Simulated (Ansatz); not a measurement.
Cohesive energy (eV/atom) along a series of related solids, from PBEsol-D3(BJ) (Ansatz, a program for electronic structure, plane waves, PAW); r²SCAN0 in Ansatz (PAW); Hartree–Fock in Ansatz (plane waves, PAW).

```tsv
solid	PBEsol-D3(BJ)	r²SCAN0	Hartree–Fock	measured
bcc Li	1.84	1.54	0.60	1.67
bcc Na	1.32	1.04	0.22	1.12
bcc K	1.06	0.81	0.12	0.94
bcc Rb	0.97	0.71	0.06	0.86
bcc Cs	0.90	0.64	?	0.81
```

### Question
Estimate the withheld Hartree–Fock value from the other rows.

### Answer
One way: carry over the typical difference. The differences Hartree–Fock − r²SCAN0 of the other rows, in order: -0.94, -0.82, -0.69, -0.65; median -0.755. bcc Cs: 0.64 + (-0.755) = -0.11 eV/atom; the run gives 0.03 eV/atom. The differences spread from -0.94 to -0.65. bcc Cs lies outside that spread.

Hartree–Fock less measured, from the printed values: bcc Li -1.07 eV/atom, bcc Na -0.90 eV/atom, bcc K -0.82 eV/atom, bcc Rb -0.80 eV/atom, bcc Cs -0.78 eV/atom.

A member of the series is missing where a level wasn't run or failed, where a doubt is noted on the run or the magnetic state, for phases of high temperature or layered ones, and where values are held back for tests. The withheld row was drawn at random.

Spin–orbit coupling is left out, also for the solids with elements from indium on (bcc Cs); its size isn't shown.

Exact exchange on metals is sensitive to the k mesh.

Free atoms are spin-polarised, in the lowest state found; at levels without +SOC their spin–orbit coupling is left out. Each level is taken at its own relaxed cell. Caveats: the cell is over a tenth larger than the published one: the level's own overestimate first of all, though another phase or state, or a fault of the published cell, is possible (Hartree–Fock: bcc Li, bcc Na, bcc K, bcc Rb, bcc Cs). Ansatz's density-functional and Hartree–Fock values are scalar-relativistic unless marked +SOC, with PAW data made under PBE.

Measured values are for low temperature or corrected to a static lattice. References as tabulated in Mejia-Rodriguez and Trickey (2018), arXiv:1807.09216; Csonka et al. (2009), arXiv:0903.4037.
